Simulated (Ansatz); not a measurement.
# AlSiH (triplet): wB97M-V, B2PLYP, RPA-PBE over a scan of the scale of all distances, 6-31G

Aim: run AlSiH (triplet) with these functionals over a scan of the scale of all distances, and hold them against the top wave-function level at the same points.

The runs use Ansatz 0.2.0, Gaussian basis; 6-31G, all electrons in the functionals, frozen cores in the correlation of double hybrids and RPA.

Plan: wB97M-V, B2PLYP, RPA-PBE, at 0.874; 1.000; 1.123; 1.296; 1.526; 1.767; 1.992; 2.373.

16 further runs of the same task are left out: 15 that didn't finish, 1 set aside as unsound or not needed.

## Step 1: What is computed

The geometry derives from a PBE0/def2-TZVP stationary point (not a proven minimum). All distances are scaled together.

3 atoms, charge 0, spin multiplicity 3.

Atoms are counted from 1 here; the program's logs count them from 0.

Bond lengths: Si1–Al2 2.390 Å, Si1–H3 1.598 Å. Angles: Al2–Si1–H3 57.3°.

As a file:

| atom | x (Å) | y (Å) | z (Å) |
| --- | --- | --- | --- |
| Si1 | 0.00000 | -0.03596 | 1.16541 |
| Al2 | 0.00000 | -0.01179 | -1.22488 |
| H3 | 0.00000 | 1.31772 | 0.31543 |

No dispersion term is added; wB97M-V holds VV10 nonlocal correlation.

The geometry shown and the zero of energy belong to the point 1.000. The yardstick, FCI, and other wave-function levels (R restricted, U unrestricted, valence and pair active spaces) come from earlier runs.

## Step 2: wB97M-V, 0.874

Contents of in.yaml:

```yaml
crystal:
  periodic: [false, false, false]
  atoms:
    - {symbol: Si, position_ang: [0.000000, -0.031430, 1.018570]}
    - {symbol: Al, position_ang: [0.000000, -0.010307, -1.070544]}
    - {symbol: H, position_ang: [0.000000, 1.151690, 0.275687]}
basis:
  gaussian: {orbitals: 6-31G}
magnetization: {spin_polarized: true, initial_magnetization: 2}
hamiltonian: {xc: {name: wB97M-V}}
output: {forces: true, orbitals: {seedname: orbitals}}
```

Command:

```sh
$ ansatz run in.yaml --threads 1 --pin off --events-out ev --progress --plain --max-ram 2393MiB
```

The runs that follow: wB97M-V, 1.000; wB97M-V, 1.123; wB97M-V, 1.296; wB97M-V, 1.526; wB97M-V, 1.767; wB97M-V, 1.992; wB97M-V, 2.373; B2PLYP, 0.874; B2PLYP, 1.000; B2PLYP, 1.123; B2PLYP, 1.296; B2PLYP, 1.526; B2PLYP, 1.767; B2PLYP, 1.992; B2PLYP, 2.373; RPA-PBE, 0.874; RPA-PBE, 1.000; RPA-PBE, 1.123; RPA-PBE, 1.296; RPA-PBE, 1.526; RPA-PBE, 1.767; RPA-PBE, 1.992; RPA-PBE, 2.373.

**Question.** What will the summary of the whole plan be? Wanted: span of the FCI curve; largest miss, wB97M-V; largest miss, B2PLYP; largest miss, RPA-PBE.

**Answer**, as computed:

| quantity | value |
| --- | --- |
| span of the FCI curve | 379.2 kJ/mol |
| largest miss, wB97M-V | +80.0 kJ/mol (1.992) |
| largest miss, B2PLYP | +53.9 kJ/mol (1.767) |
| largest miss, RPA-PBE | -43.0 kJ/mol (2.373) |

In words: Of the functionals, RPA-PBE keep the smallest largest miss at the points compared (at most 43.0 kJ/mol) and wB97M-V strays most (80.0 kJ/mol, at 1.992). wB97M-V, B2PLYP, RPA-PBE clearly break the spin symmetry at some points (⟨S²⟩ up to 0.97 above the pure value), so energy there is bought with a mixed spin. Functionals and the yardstick converge differently with the basis, so part of each miss in 6-31G is the basis.
